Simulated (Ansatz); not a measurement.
**AlFH3N: a dynamics run in two tries**

Wanted: a short trajectory, and a check that the input is sound.

Program: Ansatz 0.2.0. Level of theory: RKS PBE/def2-SVP. These are calculated values, not measurements.

## Step 1: The system as given

Bond lengths: Al1–N2 1.774 Å, N2–H3 1.022 Å, N2–H4 1.022 Å, Al1–F5 1.682 Å, Al1–H6 1.584 Å. Angles: Al1–N2–H3 124.5°, Al1–N2–H4 125.4°, H3–N2–H4 110.1°, N2–Al1–F5 117.7°, N2–Al1–H6 122.5°, F5–Al1–H6 119.8°.

As a file:

```xyz
6

Al   -0.0179   -0.0040    0.0561
N     0.0106    0.0002    1.8302
H    -0.8193   -0.0715    2.4230
H     0.8500    0.0740    2.4093
F     1.4519    0.1233   -0.7508
H    -1.3629   -0.1220   -0.7728
```

## Step 2: The run

File input.yaml:

```yaml
crystal:
  periodic: [false, false, false]
  atoms:
    - { symbol: Al, position_ang: [-0.017888, -0.003982, 0.056075] }
    - { symbol: "N", position_ang: [0.010626, 0.000234, 1.830187] }
    - { symbol: H, position_ang: [-0.819275, -0.071546, 2.422992] }
    - { symbol: H, position_ang: [0.850007, 0.074001, 2.40928] }
    - { symbol: F, position_ang: [1.451949, 0.1233, -0.750763] }
    - { symbol: H, position_ang: [-1.362919, -0.122006, -0.772772] }
basis:
  gaussian: { orbitals: def2-SVP }
hamiltonian:
  xc: pbe
md:
  timestep: 1.0
  n_steps: 25
  ensemble: NVE
  temperature: 300.0
  initial_velocities: maxwell_boltzmann
  seed: 943057
```

The run is started by

```bash
$ ansatz run input.yaml --threads 1 --pin off --max-ram 2048MiB --backend cpu --events-out ev --progress --plain --runs-dir out
```

The log of the run:

```text
Error: YAML parse error: error: line 17 column 13: unknown variant `NVE`, expected one of nve, nve_milne, nvt_langevin, nvt_nose_hoover, npt_langevin
  --> <input>:17:13
   |
15 |   timestep: 1.0
16 |   n_steps: 25
17 |   ensemble: NVE
   |             ^ unknown variant `NVE`, expected one of nve, nve_milne, nvt_langevin, nvt_nose_hoover, npt_langevin
18 |   temperature: 300.0
19 |   initial_velocities: maxwell_boltzmann
   |
```

Run time: 0.02 s. Hardware: 1 thread of Arm Neoverse V1, shared host; peak memory 0.021 GiB.

## Step 3: What went wrong

The program refused the input before any cycle. It says: «line 17 column 13: unknown variant `NVE`, expected one of nve, nve_milne, nvt_langevin, nvt_nose_hoover, npt_langevin»

The word typed for the ensemble or optimiser is not among those the program lists.

The cure: pick a word from the list in the message.

## Step 4: Second try

input.yaml: that of step 2 with these lines changed.

```diff
@@ -15,4 +15,4 @@
   timestep: 1.0
-  n_steps: 25
-  ensemble: NVE
+  n_steps: 150
+  ensemble: nve
   temperature: 300.0
```

The run is started by

```bash
$ ansatz run input.yaml --threads 1 --pin off --max-ram 2048MiB --backend cpu --events-out ev --progress --plain --runs-dir out
```

The limit on steps is raised as well. From its log:

```text
md step     0: t =     0.00 fs  T =   300.0 K  F+E_penalty+E_count = -10841.74110419 eV  E_kin = 0.155112 eV  conserved = -10841.58599219 eV  (23 SCF iters)
md step     1: t =     1.00 fs  T =   272.4 K  F+E_penalty+E_count = -10841.72548747 eV  E_kin = 0.140829 eV  conserved = -10841.58465804 eV  (26 SCF iters)
md step     2: t =     2.00 fs  T =   219.2 K  F+E_penalty+E_count = -10841.69625275 eV  E_kin = 0.113360 eV  conserved = -10841.58289282 eV  (27 SCF iters)
[...]
md step   148: t =   148.00 fs  T =   154.9 K  F+E_penalty+E_count = -10841.66286929 eV  E_kin = 0.080087 eV  conserved = -10841.58278180 eV  (27 SCF iters)
md step   149: t =   149.00 fs  T =   134.9 K  F+E_penalty+E_count = -10841.65248248 eV  E_kin = 0.069733 eV  conserved = -10841.58274914 eV  (26 SCF iters)
md step   150: t =   150.00 fs  T =   141.9 K  F+E_penalty+E_count = -10841.65789827 eV  E_kin = 0.073390 eV  conserved = -10841.58450835 eV  (24 SCF iters)
```

It took 2.9 min on 1 thread of Arm Neoverse V1, shared host; peak memory 0.099 GiB.

With the input mended the run goes through: 150 steps, ending at 142 K.

## Step 5: What came out

```
 quantity                                                                              value
first try                                                                            refused
    cause  the word typed for the ensemble or optimiser is not among those the program lists
```

In words: The fault in the first input was caught at the input check and cost nothing.
